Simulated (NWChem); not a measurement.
hydrogen peroxide (H₂O₂); SMILES OO

Computed with NWChem. Coordinates come from a PBE0/def2-SVP optimisation. Ions are spin-unrestricted doublets at the neutral geometry; other ion states weren't tried.

Order these by “−ε(HOMO) (eV)”, lowest first: PBE/pcseg-1; PBE/def2-TZVPP; PBE/aug-pcseg-1; PBE/3-21G.

PBE/3-21G (4.66), PBE/pcseg-1 (5.88), PBE/def2-TZVPP (6.08), PBE/aug-pcseg-1 (6.32)
